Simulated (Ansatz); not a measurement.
**NH₄ (doublet): wave-function methods side by side at distance N1–H4 along a hydrogen transfer = 1.126 Å, 6-31G**

How much of the correlation energy of NH₄ (doublet) does each wave-function method recover here?

Program: Ansatz 0.2.0, Gaussian basis. Level of theory: 6-31G, core rule «outside noble gas», up to 1 orbitals frozen. These are calculated values, not measurements.

To be run: UHF; CCSD(T) on ROHF; CCSD(T) on UHF; BCCD(T) on ROHF; CISD; CCSDT(Q) on ROHF; CCSDT(Q) on UHF; CISDTQ; CCSDTQ on ROHF; CCSDTQ on UHF; CASSCF and MRCISD+Q, 3 electrons in 3 orbitals; CASSCF and NEVPT2, 3 electrons in 3 orbitals; CASSCF and MRCISD+Q, 9 electrons in 8 orbitals; CASSCF and MRCISD+Q(relaxed), 9 electrons in 8 orbitals; CASSCF and NEVPT2, 9 electrons in 8 orbitals; Full CI.

6 further runs of the same task are left out: 1 for a mislabelled method, 5 that didn't finish.

## 1. The system

The geometry derives from fragments relaxed apart (PBE0/def2-TZVP) and kept rigid, so it is no stationary point. A hydrogen atom is moved between rigid fragments.

5 atoms, charge 0, spin multiplicity 2.

Atoms are counted from 1 here; the program's logs count them from 0.

Bond lengths: N1–H2 1.012 Å, N1–H3 1.012 Å, N1–H4 1.126 Å. Angles: H2–N1–H3 107.1°, H2–N1–H4 107.1°, H3–N1–H4 107.1°.

## 2. UHF

The input, in.yaml:

```yaml
crystal:
  periodic: [false, false, false]
  atoms:
    - {symbol: N, position_ang: [-0.142735, -0.031601, -0.049186]}
    - {symbol: H, position_ang: [-0.440015, 0.936233, -0.049186]}
    - {symbol: H, position_ang: [-0.440014, -0.433900, 0.831073]}
    - {symbol: H, position_ang: [0.983265, -0.031600, -0.049187]}
    - {symbol: H, position_ang: [1.880265, -0.031600, -0.049187]}
basis:
  gaussian: {orbitals: 6-31G}
magnetization: {spin_polarized: true, initial_magnetization: 1}
hamiltonian: {xc: hf}
output: {orbitals: {seedname: orbitals}}
```

Run with:

```bash
$ ansatz run in.yaml --threads 1 --pin off --events-out ev --progress --plain --max-ram 2393MiB
```

The runs that follow: CCSD(T) on ROHF; CCSD(T) on UHF; BCCD(T) on ROHF; CISD; CCSDT(Q) on ROHF; CCSDT(Q) on UHF; CISDTQ; CCSDTQ on ROHF; CCSDTQ on UHF; CASSCF and MRCISD+Q, 3 electrons in 3 orbitals; CASSCF and NEVPT2, 3 electrons in 3 orbitals; CASSCF and MRCISD+Q, 9 electrons in 8 orbitals; CASSCF and MRCISD+Q(relaxed), 9 electrons in 8 orbitals; CASSCF and NEVPT2, 9 electrons in 8 orbitals; Full CI.

Before running them: what should the planned runs give, taken together? Wanted: FCI below the RHF energy; RMP2 from FCI; UMP2 from FCI; RCCSD from FCI; RCCSD(T) from FCI; UCCSD(T) from FCI; RCCSDT(Q) from FCI; UCCSDT(Q) from FCI; NEVPT2 pair from FCI.

The runs gave:

```
                         quantity                                                                                                                                                    value
         FCI below the RHF energy                                                                                                                                               -4.0102 eV
                    RMP2 from FCI                                                                                                                                          +10.94 kcal/mol
                    UMP2 from FCI                                                                                                                                          +12.05 kcal/mol
                   RCCSD from FCI                                                                                                                                           +1.63 kcal/mol
                RCCSD(T) from FCI                                                                                                                                           +0.36 kcal/mol
                UCCSD(T) from FCI                                                                                                                                           +0.35 kcal/mol
               RCCSDT(Q) from FCI                                                                                                                                            0.00 kcal/mol
               UCCSDT(Q) from FCI                                                                                                                                            0.00 kcal/mol
             NEVPT2 pair from FCI                                                                                                                                           +8.91 kcal/mol
           MRCISD+Q pair from FCI                                                                                                                                           +0.96 kcal/mol
          NEVPT2 valence from FCI                                                                                                                                           +7.45 kcal/mol
levels within 1 kcal/mol (43 meV)  RCCSD(T), UCCSD(T), BCCD(T), RCCSDT, UCCSDT, CISDTQ, RCCSDT(Q), UCCSDT(Q), RCCSDTQ, UCCSDTQ, MRCISD+Q pair, MRCISD+Q valence, MRCISD+Q(relaxed) valence
                    T1 diagnostic                                                                                                                                                    0.024
   effectively unpaired electrons                                                                                                                                                     1.02
```

In words: RCCSD(T) lands +0.36 kcal/mol from the yardstick (0.4 % of the correlation energy). MRCISD+Q(relaxed) valence falls below full CI: the +Q correction isn't variational, and the cores differ from full CI's. One determinant dominates. Of the multireference levels listed MRCISD+Q valence comes nearest in total energy (+0.12 kcal/mol), which doesn't show that its space is the better one. These misses are within one basis, not against nature; the frozen cores of restricted and unrestricted runs differ, which can shift their rows.
